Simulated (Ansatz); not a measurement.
```yaml
crystal:
  periodic: [true, true, true]
  atoms:
    - {symbol: B, position_ang: [-0.684187, -0.165623, -0.366041]}
    - {symbol: B, position_ang: [0.664254, 0.492033, 0.153616]}
    - {symbol: O, position_ang: [0.247216, -0.815818, 0.450611]}
    - {symbol: H, position_ang: [-1.696973, -0.566824, -0.785764]}
    - {symbol: H, position_ang: [1.616927, 0.998698, 0.513666]}
basis:
  gaussian: {orbitals: 6-31G, nuclear_model: gaussian}
hamiltonian: {xc: {name: HF}}
correlation: {method: ccsd_t}
```

```sh
$ ansatz run in.yaml --threads 2 --pin off --events-out ev --progress --plain --max-ram 4352MiB
```

Output, abridged:

```
Error: YAML parse error: error: line 2 column 3: crystal: missing field `lattice` (a structure is typed as `lattice` and `atoms`, a molecule's as `atoms` in Å alone, or read from a run's directory, `checkpoint`)
 --> <input>:2:3
1 | crystal:
2 |   periodic: [true, true, true]
3 |   atoms:
4 |     - {symbol: B, position_ang: [-0.684187, -0.165623, -0.366041]}
```

Task: What is wrong with this run?

Result: The molecule is marked periodic without a cell. The program refused the input.
